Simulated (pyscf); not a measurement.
This saddle point was located with ωB97X-D3(BJ)/def2-SVP in PySCF.

```
Sn
Cl 1 2.3675
Cl 1 2.3675 2 102.89
Cl 1 2.5175 2 98.82 3 100.98
C 4 2.5102 1 66.51 2 129.61
H 5 1.0877 4 73.09 1 171.49
H 5 1.0912 6 116.38 4 114.26
H 5 1.0920 6 116.71 7 144.60
```

Surface: singlet, charge 0. Lowest wavenumbers (cm⁻¹): 513i, 17, 60, 92, 97.

Task: Which two sides does it connect, and which bonds change?

Result: H₃C–Sn(Cl)(Cl)–Cl ⇌ H₃C–Cl + Cl–Sn:–Cl [singlet], a 1,1-elimination read from left to right: C–Sn, Cl–Sn broken and C–Cl formed. At ωB97M-D3(BJ)/def2-TZVP it lies +3.21 eV from the left side and +2.12 eV from the right (each side as separated species at their lowest minima found). On the product side the descent ends in a bound adduct, 0.36 eV under the separated species and 2.36 eV under the saddle at ωB97X-D3(BJ)/def2-TZVP. At ωB97X-D3(BJ)/def2-TZVP the barrier from the zero used here is 3.42 eV. This is the saddle that the search found; another between the same sides may lie lower. A restricted solution here is unstable towards spin polarisation, so biradical character is likely and single-reference numbers are less safe. Elements past Kr carry the def2 core potentials, without spin-orbit coupling.
